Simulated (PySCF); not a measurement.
Name the molecule from its bond curve

A diatomic of charge 0 contains B. Its triplet curve at PBE in a double-zeta basis (spin-free X2C with a Gaussian nucleus, PySCF), in eV from the separated fragments:

```
R (Å)  E (eV)
1.144  -3.474
1.197  -4.306
1.250  -4.798
1.290  -4.996
1.330  -5.081
1.370  -5.076
1.423  -4.964
1.490  -4.704
1.569  -4.288
1.676  -3.656
```

The fit gives ωe = 1491 cm⁻¹ and the rotational constant Bₑ = 1.507 cm⁻¹.

Q: Which atom is the partner?

A: The minimum lies at 1.347 Å, so the reduced mass is 16.8576 u Å² cm⁻¹/(Bₑ·Re²) = 6.165 u. With B at 11.01 u the partner weighs about 14.0 u: N. The molecule is BN.

The state was picked by a PBE0 search and need not be the measured ground state.
